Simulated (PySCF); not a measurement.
## Working with the constants of AlCl⁺

UHF-CCSD(T) constants of AlCl⁺, ²Σ⁺ (doublet), unpaired electrons σ ↑ (basis Al def2-SVP, Cl def2-SVP; no relativity; PySCF 2.14; masses 26.9815 and 34.9689 u):

* ωe: 611.5 cm⁻¹
* ωexe: 3.2 cm⁻¹
* Be: 0.26713 cm⁻¹
* αe: 0.00159 cm⁻¹
* D (centrifugal): 2.04e-07 cm⁻¹
* De to Al⁺ + Cl: 1.64 eV

Give the vibrational terms G(v) and spacings up to v = 3.

G(v) = ωe(v+½) − ωexe(v+½)².

```tsv
v	G(v) (cm⁻¹)	G(v) − G(v−1)	Bv (cm⁻¹)
0	305		0.2663
1	910	605	0.2647
2	1509	599	0.2632
3	2101	592	0.2616
```

Correlated steps freeze 10 core orbitals. Correlated levels converge slowly with the basis: in double zeta they bind strong bonds too weakly, by up to about 1 eV, and carry superposition errors of some tenths. For an ion De counts to the pair picked by the measured ionisation energies or electron affinities, which need not be the lowest pair at this level. The state was picked by a PBE0 search and need not be the measured ground state.
